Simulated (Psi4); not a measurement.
# PH2F (phosphinous fluoride(8ci,9ci)): a first try and a second

Aim: a single-point energy of PH2F (phosphinous fluoride(8ci,9ci)) at FNO-CCSD/aug-cc-pVDZ (ZORA, density fitting).

The results are computed with Psi4 1.11.

1 further run of the same task is left out (set aside as unsound or not needed).

## 1. The structure to begin with

The species is PH2F (4 atoms), meant as a singlet with charge 0. As SMILES, `FP`. The coordinates come from a GFN2-xTB relaxation.

Bond lengths: F1–P2 1.632 Å, P2–H3 1.406 Å, P2–H4 1.406 Å. Angles: F1–P2–H3 93.5°, F1–P2–H4 93.5°, H3–P2–H4 91.6°.

## 2. Try one

job.py

```python
import psi4

psi4.set_memory('100 MB')
psi4.set_num_threads(1)
psi4.set_output_file('psi4.out', False)

geom = psi4.geometry("""
0 1
F      1.160540     0.668850    -0.222660
P     -0.072030    -0.369080    -0.479670
H     -1.053910     0.574260    -0.129560
H     -0.034600    -0.874030     0.831900
units angstrom
no_reorient
no_com
""")

psi4.set_options({
    'basis': 'aug-cc-pVDZ',
    'freeze_core': True,
    'relativistic': 'zora',
})

e = psi4.energy("fno-ccsd", molecule=geom)
print('E =', round(e, 9))
```

Started as:

```bash
$ python job.py
```

stdout:

```text
psi4.driver.p4util.exceptions.ValidationError: set_memory(): Requested 95.4 MiB (1e+02 MB); minimum 250 MiB (263 MB). Please, sir, I want some more.
```

It took 1.1 s on 1 thread of AMD EPYC 7B13 (Zen 3), shared host; peak memory 0.13 GiB.

## 3. Reading the log

The input was rejected.

The log says `psi4.driver.p4util.exceptions.ValidationError: set_memory(): Requested 95.4 MiB`. The cause is that too little memory is allowed.

## 4. Try two

fh2p.py

```python
import psi4

psi4.set_memory('1600 MB')
psi4.set_num_threads(1)
psi4.set_output_file('psi4.out', False)

geom = psi4.geometry("""
0 1
F      1.160540     0.668850    -0.222660
P     -0.072030    -0.369080    -0.479670
H     -1.053910     0.574260    -0.129560
H     -0.034600    -0.874030     0.831900
no_reorient
no_com
""")

psi4.set_options({
    'basis': 'aug-cc-pVDZ',
    'freeze_core': True,
    'relativistic': 'zora',
})

e_tot = psi4.energy('fno-ccsd', molecule=geom)
print('E =', round(e_tot, 9))
for k, v in sorted(psi4.core.scalar_variables().items()):
    print(f'{k:45s} {v:18.10f}')
```

Started as:

```bash
$ python fh2p.py
```

psi4.out:

```text
[...]
  Running in c1 symmetry.
[...]
  Nuclear repulsion =   59.629017542260598
[...]
  Multiplicity = 1
[...]
  Nalpha       = 13
  Nbeta        = 13
[...]
    Number of basis functions: 68
[...]
   @RHF iter   1:  -442.68306314802146   -4.72497e-01   4.10476e-03 ADIIS/DIIS
[...]
   @RHF iter  10:  -442.72332478919066   -6.02540e-12   8.56569e-09 DIIS
[...]
    Orbital Energies [Eh]
    ---------------------
    Doubly Occupied:
       1A    -80.515381     2A    -26.356283     3A     -7.603139
       4A     -5.463890     5A     -5.462327     6A     -5.460859
       7A     -1.596700     8A     -0.879444     9A     -0.681729
      10A     -0.678181    11A     -0.645911    12A     -0.517009
      13A     -0.406895
[...]
  @RHF Final Energy:  -442.72332478919066
   => Energetics <=
    Nuclear Repulsion Energy =             59.6290175422605984
    One-Electron Energy =                -732.1691862442135061
    Two-Electron Energy =                 229.8168439127622378
    Total Energy =                       -442.7233247891906558
[...]
 Multipole Moments:
 ------------------------------------------------------------------------------------
     Multipole            Electronic (a.u.)      Nuclear  (a.u.)        Total (a.u.)
 ------------------------------------------------------------------------------------
 L = 1.  Multiply by 2.5417464519 to convert [e a0] to [Debye]
 Dipole X            :        -16.2327273           15.6391844           -0.5935429
 Dipole Y            :         -0.6552273            0.3471049           -0.3081224
 Dipole Z            :         16.2212959          -16.0563415            0.1649545
 Magnitude           :                                                    0.6887979
[...]
      * MP2 total energy:                   -443.059403928148
[...]
      * MP2 total energy:                   -443.059403928148
[...]
      * MP3 total energy:                   -443.075922706270
[...]
      * CCSD total energy:                  -443.083465301397
[...]
```

It took 18 s on 1 thread of AMD EPYC 7B13 (Zen 3), shared host; peak memory 0.46 GiB.

## 5. What came out

Level: FNO-CCSD/aug-cc-pVDZ (ZORA, density fitting).

| quantity | value |
| --- | --- |
| total energy | -443.08347 Eh |
| HOMO energy (Hartree–Fock orbitals) | -11.07 eV |
| LUMO energy (Hartree–Fock orbitals) | 1.53 eV |
| HOMO–LUMO gap (Hartree–Fock orbitals) | 12.60 eV |
| correlation energy (6 core orbitals frozen) | -360.1 mEh |
| T1 diagnostic | 0.014 |
